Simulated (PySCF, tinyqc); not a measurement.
A ladder of methods, and size consistency: correlation methods against full CI in the sto-3g basis, for CH2, spin multiplicity 1. Computed by the program tinyqc with PySCF. All electrons correlated; +Q is the Davidson correction (1 - c0^2) E_corr. The last columns treat two copies 100 angstrom apart as one system. FCI is the lowest singlet.

Geometry (angstrom):
```
atom,x,y,z
C,0.0000,0.0000,0.0000
H,0.0000,1.1580,0.5620
H,0.0000,-1.1580,0.5620
```

RHF energy of one = -38.309042 hartree

Correlation energies (hartree):
```
method,E_corr of one,share of FCI (%),E_corr of two at 100 angstrom,two minus twice one (mhartree)
MP2,-0.04508,57.397,-0.09017,0.000
CISD,-0.07354,93.631,-0.13739,9.696
CISD+Q,-0.07937,101.047,-0.15377,4.966
CCSD,-0.07762,98.817,-0.15524,0.000
CCSD(T),-0.07807,99.394,-0.15614,0.000
FCI,-0.07855,100.000,-,-
```

What does the comparison show, and why?

MP2 recovers 57 %, CISD 93.6 % and CCSD 98.8 % of the FCI value (c0^2 = 0.921 in CISD). MP2 and coupled cluster are size consistent, so their last column vanishes; CISD loses 9.70 mhartree, since a double excitation on each copy is a quadruple of the pair, and the Davidson correction leaves +4.97. The restricted reference is unstable here: a spin-polarised solution lies 0.0386 hartree lower (PySCF), so results built on it describe a poor reference.
